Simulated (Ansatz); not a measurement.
**CH₃BSi: one structure at several levels**

One table from this session's results is given with a row withheld; the runs are named, their logs left out.

Computed with Ansatz 0.2.0, Gaussian basis. Level: single points in def2-TZVPP.

Correlated methods freeze the cores.

1 further run of the same task is left out (it didn't finish).

## The system as given

SMILES `BC#[SiH]`, 6 atoms, charge 0, spin multiplicity 1.

Atoms are counted from 1 here; the program's logs count them from 0.

Bond lengths: B1–C2 1.524 Å, B1–H4 1.254 Å, B1–H5 1.235 Å, C2–Si3 1.646 Å, Si3–H6 1.495 Å. Angles: C2–B1–H4 120.1°, C2–B1–H5 122.2°, H4–B1–H5 117.8°, B1–C2–Si3 148.7°, C2–Si3–H6 158.1°.

Coordinates:

```
B    -0.51192   -0.18153   -1.19138
C    -0.12714   -0.30176    0.27850
Si    0.71780    0.28354    1.56420
H    -1.34853   -0.97214   -1.68875
H    -0.02785    0.68296   -1.92896
H     1.23300    0.36337    2.96580
```

Set-up of the first run:

File run/in.yaml:

```yaml
crystal:
  periodic: [false, false, false]
  atoms:
    - {symbol: B, position_ang: [-0.511915, -0.181527, -1.191382]}
    - {symbol: C, position_ang: [-0.127136, -0.301760, 0.278501]}
    - {symbol: Si, position_ang: [0.717802, 0.283539, 1.564196]}
    - {symbol: H, position_ang: [-1.348528, -0.972142, -1.688752]}
    - {symbol: H, position_ang: [-0.027846, 0.682957, -1.928962]}
    - {symbol: H, position_ang: [1.233003, 0.363368, 2.965798]}
basis:
  gaussian: {orbitals: def2-TZVPP}
hamiltonian: {xc: pbe, dispersion: d4}
output: {forces: true}
```

On the command line:

```bash
$ ansatz run in.yaml --threads 2 --pin off --events-out ev --progress --plain --max-ram 3481MiB
```

Steps of the session up to this table: PBE-D4/def2-TZVPP; r2SCAN-D4/def2-TZVPP; PBE0-D4/def2-TZVPP; wB97M-V/def2-TZVPP; CCSD(T)/def2-TZVPP.

One table of the session follows, with a row left open; its other results are not shown here.

```
   method  RMS force component (eV/Å)  angle to CCSD(T) forces (°)  dipole (D)
   PBE-D4                       0.496                         31.6        3.15
r2SCAN-D4                       0.479                         28.8        3.18
  PBE0-D4                           ?                            ?           ?
  wB97M-V                       0.486                         40.1        3.56
  CCSD(T)                       0.506                    reference        3.11
```

Q: Estimate the row for PBE0-D4 from the others.

As computed: RMS force component (eV/Å): 0.454; angle to CCSD(T) forces (°): 34.0; dipole (D): 3.35. In the column «RMS force component (eV/Å)» it is the lowest.

To keep in mind: The reference is not at the basis limit: in triple zeta CCSD(T) underbinds, which counts against methods that bind more; the gaps are no ranking. The T1 diagnostic is large here, over the usual mark for main-group molecules (transition-metal compounds often pass it harmlessly), so CCSD(T) itself may be off.
